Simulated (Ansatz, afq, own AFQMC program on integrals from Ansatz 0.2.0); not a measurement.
Integrals from Ansatz 0.2.0, then the random walk in our own AFQMC program (afq).

```yaml
crystal:
  periodic: [false, false, false]
  atoms:
    - {symbol: Si, position_ang: [0.000000, 0.000000, 0.000000]}
    - {symbol: H, position_ang: [0.755716, 0.758272, 0.756581]}
    - {symbol: H, position_ang: [-0.758983, -0.754457, 0.757124]}
    - {symbol: H, position_ang: [-0.754727, 0.755437, -0.760395]}
    - {symbol: H, position_ang: [0.757995, -0.759252, -0.753311]}
basis:
  gaussian: {orbitals: 6-31G}
magnetization: {spin_polarized: false}
correlation: {method: ccsd_t, electrons: outside_noble_gas, hamiltonian_folder: ham}
```

```sh
$ ansatz run in.yaml --threads 1 --pin off --events-out ev --progress --plain --max-ram 16896MiB --backend cuda --devices 0, --max-vram 18GiB
```

Options of the walk:

```
--method phaseless --trial cisd --walkers 4000 --populations 20 --least-time 60 --time-step 0.005 --steps-per-block 50 --equilibration-blocks 28 --max-blocks 4000 --target-error 0.00017 --factor-cut 1e-05 --seed 2587 --release-times 0.24,0.51,0.99,1.62,2.4 --release-step 0.03 --release-every 3 --taylor-order 6
```

Times are imaginary, in 1/Eh. The walk had a cap of 122 s. With eight or more populations the least sampling time is a fifth of least-time, and the error comes from their spread.

```
orbitals 16  electrons 4 4  factors 109 of 268
reference energy -291.11394318 Eh
CCSD correlation -0.07670740 Eh in 8 cycles, weight of the determinant in the CISD state 0.9543
energy of the start -291.190649 Eh
 block  time / (1/Eh)  mean weight  energy / Eh
     1     0.250  0.9998  -291.190229
     2     0.500  0.9999  -291.190340
     3     0.750  1.0000  -291.190554
     4     1.000  1.0000  -291.190783
     5     1.250  1.0000  -291.190913
    10     2.500  0.9999  -291.191309
    15     3.750  1.0001  -291.191498
    20     5.000  0.9998  -291.191454
    25     6.250  1.0000  -291.191523
    30     7.500  1.0000  -291.191568
    35     8.750  0.9999  -291.191498
    40    10.000  1.0001  -291.191588
    42    10.500  0.9999  -291.191655
    45    11.250  1.0000  -291.191384
    50    12.500  1.0000  -291.191629
    55    13.750  1.0000  -291.191414
    60    15.000  1.0001  -291.191490
    65    16.250  0.9999  -291.191570
    70    17.500  1.0000  -291.191594
    75    18.750  1.0000  -291.191575
    78    19.500  1.0000  -291.191477
error from the spread of 20 populations
released: time / (1/Eh)  energy / Eh  error  mean overlap
  0.24  -291.191523  0.000017  1.0004
  0.51  -291.191518  0.000013  1.0007
  0.99  -291.191522  0.000010  1.0014
  1.62  -291.191521  0.000011  1.0021
  2.40  -291.191535  0.000012  1.0000
energy -291.191526 +/- 0.000019 Eh
(rows thinned)
```

Question: Estimate how long the walk took on 1 × NVIDIA H100 80GB HBM3 with 2 threads of AMD EPYC 7R13 Processor (Zen 3), on a shared host (the card was shared).

Answer: 20 s of wall time.

The run passed its tests (sampling time, drift between the halves within three errors, error under three times the target), which doesn't prove that it has relaxed.

Against this walk (error 0.5 meV) on the same determinant: CCSD(T) 6.1 meV higher, CCSDT(Q) 0.1 meV lower (within the noise), CCSDTQ 0.2 meV lower (within the noise), full CI 0.2 meV lower (within the noise). The error is statistical and leaves out the bias of the constraint. Released to 2.40 1/Eh the energy moves by -0.3 ± 0.6 meV (both errors), within twice the noise.

Cautions: constraint bias not in the error.

CCSDT and higher add their correlation energy to the determinant of the CCSD(T) run, since their own runs factorise the integrals more tightly (a shift of under 2 meV). A walk keeps the symmetry of its determinant, which the program's search chose and which needn't be the lowest solution, so a lower state of the same spin and another symmetry isn't excluded.
